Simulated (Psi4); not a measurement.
# CH3F (fluoromethane): CCSD(T)/cc-pVDZ (sweep point 6)

Aim: a single-point energy of CH3F (fluoromethane). The job is set up through a Python script.

The calculation is run with Psi4 1.11.

2 further runs of the same task are left out: 2 set aside as unsound or not needed.

## 1. Starting point

CH3F: 5 atoms, total charge 0, spin state singlet. As SMILES, `CF`. The shape is that of a PBE0-D4/def2-TZVP optimisation.

Bond lengths: C1–F2 1.376 Å, C1–H3 1.092 Å, C1–H4 1.092 Å, C1–H5 1.092 Å. Angles: F2–C1–H3 109.1°, F2–C1–H4 109.1°, F2–C1–H5 109.1°, H3–C1–H4 109.9°, H3–C1–H5 109.9°, H4–C1–H5 109.9°.

## 2. The energy at CCSD(T)/cc-pVDZ (sweep point 6)

ch3f.py

```python
import psi4

psi4.set_memory(1600000000)
psi4.set_num_threads(1)
psi4.set_output_file('run.log', False)

geom = psi4.geometry("""
0 1
C     -0.050700     0.032900     0.007800
F      1.094100    -0.710500    -0.168600
H     -0.918700    -0.626900    -0.058000
H     -0.104800     0.796000    -0.772000
H     -0.019800     0.508500     0.990700
symmetry c1
""")

psi4.set_options({
    'basis': 'cc-pVDZ',
    'scf_type': 'pk',
    'num_frozen_docc': 2,
    'diis_max_vecs': 4,
})

e = psi4.energy('ccsd(t)', molecule=geom)
print('E =', round(e, 9))
for k, v in sorted(psi4.core.scalar_variables().items()):
    print(f'{k:45s} {v:18.10f}')
```

Started as:

```bash
$ python ch3f.py
```

run.log:

```text
[...]
  Running in c1 symmetry.
[...]
  Nuclear repulsion =   37.451250055602642
[...]
  Multiplicity = 1
[...]
  Nalpha       = 9
  Nbeta        = 9
[...]
    Number of basis functions: 43
[...]
   @RHF iter   1:  -139.01655581942234   -5.63965e-01   5.40358e-03 ADIIS/DIIS
[...]
   @RHF iter  12:  -139.04503344516070   -3.41061e-13   4.92956e-09 DIIS
[...]
    Orbital Energies [Eh]
    ---------------------
    Doubly Occupied:
       1A    -26.269949     2A    -11.310403     3A     -1.582565
       4A     -0.950817     5A     -0.688159     6A     -0.688144
       7A     -0.666266     8A     -0.522448     9A     -0.522424
[...]
  @RHF Final Energy:  -139.04503344516070
   => Energetics <=
    Nuclear Repulsion Energy =             37.4512500556026424
    One-Electron Energy =                -266.5902174323731515
    Two-Electron Energy =                  90.0939339316097971
    Total Energy =                       -139.0450334451606977
[...]
 Multipole Moments:
 ------------------------------------------------------------------------------------
     Multipole            Electronic (a.u.)      Nuclear  (a.u.)        Total (a.u.)
 ------------------------------------------------------------------------------------
 L = 1.  Multiply by 2.5417464519 to convert [e a0] to [Debye]
 Dipole X            :          2.3823283           -3.0609235           -0.6785952
 Dipole Y            :         -1.5472005            1.9878344            0.4406339
 Dipole Z            :         -0.3670673            0.4716312            0.1045639
 Magnitude           :                                                    0.8158329
[...]
      * MP2 total energy                      = -139.378829707224810
[...]
      * CCSD total energy                     = -139.400643327824270
[...]
      * CCSD(T) total energy                  = -139.407068945840194
```

The script printed:

```text
E = -139.407068946
(T) CORRECTION ENERGY                              -0.0064256180
CC D1 DIAGNOSTIC                                    0.0227828831
CC D2 DIAGNOSTIC                                    0.1324109873
CC NEW D1 DIAGNOSTIC                                0.0227828831
CC T1 DIAGNOSTIC                                    0.0088707604
CCSD CORRELATION ENERGY                            -0.3556098827
CCSD DOUBLES ENERGY                                -0.3556098827
CCSD ITERATIONS                                    12.0000000000
CCSD OPPOSITE-SPIN CORRELATION ENERGY              -0.2826617261
CCSD SAME-SPIN CORRELATION ENERGY                  -0.0729481566
CCSD SINGLES ENERGY                                 0.0000000000
CCSD TOTAL ENERGY                                -139.4006433278
CCSD(T) CORRELATION ENERGY                         -0.3620355007
CCSD(T) TOTAL ENERGY                             -139.4070689458
CURRENT CORRELATION ENERGY                         -0.3620355007
CURRENT ENERGY                                   -139.4070689458
CURRENT REFERENCE ENERGY                         -139.0450334452
DD SOLVATION ENERGY                                 0.0000000000
HF KINETIC ENERGY                                 138.9843939150
HF POTENTIAL ENERGY                              -278.0294273601
HF TOTAL ENERGY                                  -139.0450334452
HF VIRIAL RATIO                                     2.0004363046
MP2 CORRELATION ENERGY                             -0.3337962621
MP2 DOUBLES ENERGY                                 -0.3337962621
MP2 OPPOSITE-SPIN CORRELATION ENERGY               -0.2536538613
MP2 SAME-SPIN CORRELATION ENERGY                   -0.0801424008
MP2 SINGLES ENERGY                                 -0.0000000000
MP2 TOTAL ENERGY                                 -139.3788297072
NUCLEAR REPULSION ENERGY                           37.4512500556
ONE-ELECTRON ENERGY                              -266.5902174324
PCM POLARIZATION ENERGY                             0.0000000000
PE ENERGY                                           0.0000000000
SCF ITERATION ENERGY                             -139.0450334452
SCF ITERATIONS                                     12.0000000000
SCF TOTAL ENERGY                                 -139.0450334452
TWO-ELECTRON ENERGY                                90.0939339316
```

It took 3.6 s on 1 thread of AMD EPYC 9R45 (Zen 5), shared host; peak memory 0.2 GiB.

## 3. Results

Level: CCSD(T)/cc-pVDZ (sweep point 6), 2 core orbitals frozen.

```
                                   quantity          value
                               total energy  -139.40707 Eh
        HOMO energy (Hartree–Fock orbitals)      -14.22 eV
        LUMO energy (Hartree–Fock orbitals)        5.13 eV
      HOMO–LUMO gap (Hartree–Fock orbitals)       19.35 eV
correlation energy (2 core orbitals frozen)     -362.0 mEh
                             (T) correction      -6.43 mEh
                              T1 diagnostic          0.009
```

In words: The triples make up 1.8 % of the correlation energy.
